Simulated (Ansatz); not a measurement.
Species: PH3, charge 0, triplet. This triplet is an excited state, 3.5 eV above the singlet at CCSD(T)/cc-pV(5+d)Z (Ansatz, an electronic-structure program). PH3 (parent SMILES P, triplet).
B3LYP-D3(BJ)/def2-TZVP minimum from Ansatz:
```xyz
4

P     -0.0702     0.0069     0.0178
H      0.0448     1.5445     0.0807
H      1.2917    -0.1273    -0.3269
H     -0.2829    -1.5211    -0.0205
```
Charge 0, spin multiplicity 3.

Hartree-Fock and CCSD correlation energies in hartree (Ansatz). Open shells are spin-unrestricted; no spin-orbit coupling. Cores are frozen in correlated methods. No relativity. The UHF reference of H3P (parent SMILES P, triplet) is spin-contaminated (<S^2> up to 0.04 over the pure value in the sets run). The spin of H3P (parent SMILES P, triplet) was assumed, and the state is the lowest solution found for it.

| basis | X | E(HF) | E(corr, CCSD) |
|---|---|---|---|
| cc-pV(T+d)Z | 3 | -342.38314 | -0.17798 |
| cc-pV(Q+d)Z | 4 | -342.38695 | -0.18681 |
| cc-pV(5+d)Z | 5 | -342.38779 | withheld |

Fit E(corr) = E∞ + A/X³ to X = 3 and 4, predict X = 5, and compare with the run.

A = (-0.17798 - (-0.18681))/(1/27 - 1/64) = 0.4124; E∞ = -0.18681 - A/64 = -0.19325; at X = 5, E∞ + A/125 = -0.18995. The run gave -0.18965, 0.30 mEh above the prediction. The same form on X = 4 and 5 gives E∞ = -0.19263, 0.62 mEh above the first estimate.
